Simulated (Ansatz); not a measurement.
Computed with Ansatz.

A structure relaxed at PBE0-D4/def2-TZVP, charge 0, multiplicity 2:

```csv
atom,x (Å),y (Å),z (Å)
O1,1.178,0.458,-1.044
Al2,-0.063,-0.025,0.056
H3,0.361,-0.120,1.573
H4,-1.476,-0.313,-0.585
```

Task: Give its formula and SMILES.

Result: AlH2O, `[O][AlH2]`.

Task: Point group (tolerance 0.08 Å, 0.16 Å for H)?

Result: C2v.

Task: Summarise the bond lengths by kind.

Result: 1 × Al–O 1.727 Å; 2 × Al–H 1.578 Å.
